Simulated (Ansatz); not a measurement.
# Worked example: the interaction energy

The pair of H₃O⁺ (SMILES [OH3+], atoms 1–4) and HF (SMILES F, atoms 5–6), both closed shells, in one local arrangement (a lower one may exist), relaxed at PBE0-D4/def2-TZVP:

O1  (-0.057, 0.123, -0.966)
H2  (0.807, 0.339, -1.358)
H3  (-0.032, 0.039, 0.054)
H4  (-0.469, -0.640, -1.407)
F5  (0.069, -0.165, 1.485)
H6  (-0.318, 0.303, 2.193)
(Å)

Both fragments are computed in the basis of the whole pair.

Computed with Ansatz 0.2.0 (basis: def2-TZVPPD and def2-QZVPPD); correlated methods freeze the cores.

Energies in eV:

| quantity | pair | first fragment | second fragment |
| --- | --- | --- | --- |
| Hartree–Fock, triple zeta (X = 3) | -4801.01912 | -2077.32763 | -2722.91781 |
| Hartree–Fock, quadruple zeta (X = 4) | -4801.22345 | -2077.41921 | -2723.02636 |
| MP2 correlation, X = 3 | -14.52613 | -7.00195 | -7.47804 |
| MP2 correlation, X = 4 | -15.71793 | -7.52714 | -8.12860 |
| CCSD(T) correlation, X = 3 | -15.18536 | -7.42380 | -7.71777 |

Q: Work out the interaction energy at the basis limit: extrapolate Hartree–Fock as E(X) = E∞ + A exp(−7.88 √X) and the MP2 correlation as E(X) = E∞ + B X^−2.97 (the exponents that Neese and Valeev fitted for def2-TZVPP and QZVPP, reused here for the diffuse sets), then add CCSD(T) − MP2 in triple zeta.

A: Each step is linear, so take the differences first (pair − first fragment − second fragment): Hartree–Fock -0.77368 (X = 3) and -0.77788 (X = 4); MP2 correlation -0.04614 and -0.06219; CCSD(T) correlation -0.04379.
Two points give E∞ = E(4) + w [E(4) − E(3)], with w = 1/(exp(7.88 (2 − √3)) − 1) = 0.1377 for Hartree–Fock and w = 1/((4/3)^2.97 − 1) = 0.7407 for the correlation.
Hartree–Fock: -0.77788 + 0.1377 × (-0.00420) = -0.7785 eV.
MP2 correlation: -0.06219 + 0.7407 × (-0.01605) = -0.0741 eV.
CCSD(T) − MP2: -0.04379 − (-0.04614) = 0.0023 eV.
Sum: -0.7785 + (-0.0741) + 0.0023 = -0.8503 eV, or -19.61 kcal/mol. Plain CCSD(T) in triple zeta gives -0.8175 eV, so the larger basis shifts the result by -0.0328 eV.

T1 diagnostic: at most 0.011.

For scale, one of the runs: CCSD(T)/def2-TZVPPD, 148 basis functions, launched by `ansatz run in.yaml --threads 2 --pin off --events-out ev --progress --plain --max-ram 5222MiB`. The run took 8.5 s on 2 CPU threads of an Arm Neoverse V2 (shared host), with 0.96 GiB of host memory at its peak.
